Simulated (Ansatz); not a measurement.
A nudged elastic band was laid between two geometries of BH₄N (6 atoms, charge 0, multiplicity 1).

Level of theory: Ansatz, RKS B3LYP/def2-TZVP.

```json
{
 "movable images": "5",
 "climbing image": "yes",
 "spring": "5.0 eV/Å²",
 "optimiser": "quadratic models (default)",
 "start path": "straight line",
 "force threshold": "0.03 eV/Å",
 "iteration limit": "60",
 "end points": "relaxed"
}
```

First end point:

```xyz
6
Properties=species:S:1:pos:R:3
B -0.134 -0.681 -0.025
N 0.151 0.677 0.010
H 0.224 -1.371 0.880
H -0.729 -1.124 -0.959
H -0.119 1.318 -0.718
H 0.649 1.118 0.765
```

Last end point:

```xyz
6
Properties=species:S:1:pos:R:3
B 0.412 -1.232 -0.032
N -0.308 0.280 -0.143
H 1.253 -0.958 0.815
H -1.212 0.204 -0.596
H 0.300 0.788 -0.794
H -0.404 0.853 0.705
```

Question: Which bonds break or form, and what moves?

Answer: Bonds broken: B1–H4. Bonds formed: N2–H4.

Question: Give the energies along the band, and the barrier.

Answer: The forces met the threshold. The highest image is number 3 of 0 to 6, 472.8 kJ/mol above the first end and 39.7 kJ/mol above the last; the last end lies 433.0 kJ/mol above the first. Beside the main top the profile has a ripple of under 15 meV (maxima at images 3, 5), which may be a very shallow well or noise. Neighbouring images differ by up to 2.2 eV, so the band resolves the path poorly. Another band between the same ends (5 images) ends at a top of the same energy, where a vibrational analysis finds 1 clearly imaginary mode. The orbitals stay closed-shell, which can raise the energy where a bond breaks towards radicals; this wasn't checked here.

```json
{"image": "0", "path coordinate (Å)": "0.00", "energy (kJ/mol)": "0.0", "B1–H4 (Å)": "1.19", "N2–H4 (Å)": "2.23"}
{"image": "1", "path coordinate (Å)": "0.55", "energy (kJ/mol)": "49.5", "B1–H4 (Å)": "1.18", "N2–H4 (Å)": "2.03"}
{"image": "2", "path coordinate (Å)": "1.10", "energy (kJ/mol)": "256.7", "B1–H4 (Å)": "1.23", "N2–H4 (Å)": "1.65"}
{"image": "3", "path coordinate (Å)": "1.64", "energy (kJ/mol)": "472.8", "B1–H4 (Å)": "1.52", "N2–H4 (Å)": "1.16"}
{"image": "4", "path coordinate (Å)": "2.16", "energy (kJ/mol)": "433.7", "B1–H4 (Å)": "2.08", "N2–H4 (Å)": "1.03"}
{"image": "5", "path coordinate (Å)": "2.67", "energy (kJ/mol)": "434.2", "B1–H4 (Å)": "2.18", "N2–H4 (Å)": "1.02"}
{"image": "6", "path coordinate (Å)": "3.18", "energy (kJ/mol)": "433.0", "B1–H4 (Å)": "2.24", "N2–H4 (Å)": "1.01"}
```

Question: What is the geometry of the highest image?

Answer: 
```xyz
6
Properties=species:S:1:pos:R:3
B 0.424 -0.998 -0.138
N -0.046 0.454 -0.121
H 0.592 -1.318 1.010
H -0.851 -0.273 -0.529
H 0.059 0.993 -0.972
H -0.135 1.077 0.704
```

Time of the run: 36 s on 2 threads of Intel(R) Xeon(R) Platinum 8375C CPU @ 2.90GHz (Ice Lake) (shared host), peak memory 0.14 GiB.
